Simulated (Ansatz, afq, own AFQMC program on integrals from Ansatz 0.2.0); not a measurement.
**Where AFQMC and coupled cluster stand for SnN$_{3}$H$_{6}$, doublet**

```xyz
10

Sn    0.0151   -0.1050   -0.1089
N     1.2387    0.5119    1.4415
N    -0.2071   -2.1169    0.3200
N     1.3502   -0.1677   -1.6887
H     0.7842    1.1047    2.1350
H     2.0503    1.0206    1.0880
H    -1.1138   -2.5101    0.0710
H    -0.0553   -2.3000    1.3128
H     1.2102    0.5526   -2.3961
H     1.3145   -1.0724   -2.1608
```

Basis def2-SVP with its core potentials. Only valence electrons are correlated. AFQMC by an in-house program on the Cholesky factors that Ansatz 0.2.0 writes for its CCSD(T) run. The CISD trial takes its coefficients from CCSD amplitudes. Released means that phaseless walkers are propagated on without the constraint, phases kept. Uncertainties: one standard error, sampling alone. No spin–orbit coupling.

Determinant: UHF, the one that the program's search chose, which needn't be the lowest solution. The geometry is a PBE0/def2-SVP stationary point of this or a neighbouring charge and spin state.

No full CI on the walks' own integrals is used here. The released AFQMC energy serves as the reference, which it does only where one determinant dominates, the energy is flat over the last release times and near the phaseless one (40 meV or 2 meV an electron, half that with transition metals). On small molecules, where full CI could be run and the noise was under 10 meV, such values lay within 10 meV of it in 19 cases of 20, a flattering rate, since the rule was set on those same cases; what remains of the bias isn't in the error bar.

Cautions: no spin-orbit coupling; inner d shell frozen; the released value is read at 0.90 1/Eh with a noise of 15 meV, more than in the cases checked (meV from the phaseless value at times in 1/Eh: -2 ± 10 at 0.21, -12 ± 8 at 0.42, -33 ± 11 at 0.63, -9 ± 15 at 0.90).

```
T1 diagnostic                               : 0.0193
weight of the determinant in the CISD state : 0.795
⟨S²⟩ of the determinant                     : 0.776
size of the correlated space                : 25 electrons in 86 orbitals
```

**Question.** Estimate: order these by the size of their error in total energy against AFQMC with the constraint released, smallest first.
A. CCSD(T)
B. MP2
C. phaseless AFQMC with a CISD trial
D. CCSD

**Answer.** C (0.20 ± 0.43 kcal/mol), A (1.89 ± 0.33 kcal/mol), D (13.62 ± 0.33 kcal/mol), B (36.48 ± 0.33 kcal/mol).

Reference: AFQMC with the constraint released, correlation energy -17.876 ± 0.015 eV.

Released energies are given only where the last usable release times agree within the noise; a slower fall can still hide under it.
